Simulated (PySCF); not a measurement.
Series CXY, Y = methyl, computed as singlets and as triplets. Gas-phase values, no solvent. One relaxed conformer stands for each flexible species; it need not be the lowest. Strings in code marks are SMILES.

The HOMO from two functionals at the same geometries (B3LYP-D3(BJ)/def2-TZVP), both in PySCF: PBE-D3(BJ)/def2-TZVP and B3LYP-D3(BJ)/def2-TZVP. B3LYP has the VWN-RPA correlation part, as in Gaussian. 

| species | PBE-D3(BJ)/def2-TZVP (eV) | B3LYP-D3(BJ)/def2-TZVP (eV) |
|---|---|---|
| X = fluoro, multiplicity 1 (`C[C]F` (lower singlet)) | -5.25 | -6.60 |
| X = hydroxy, multiplicity 1 (`C[C]O` (lower singlet; C–C–O–H torsion 180°)) | -4.61 | -5.88 |
| X = amino, multiplicity 1 (`N[C]C` (lower singlet)) | -4.38 | -5.51 |
| X = mercapto, multiplicity 1 (`C[C]S` (lower singlet; C–C–S–H torsion 0°)) | -5.09 | -6.17 |

Over these rows, drawn at random from the members with no instability flagged (it was tested for open shells, ions and some series alone), PBE minus B3LYP-D3(BJ): mean +1.21 eV, from +1.08 eV to +1.34 eV.
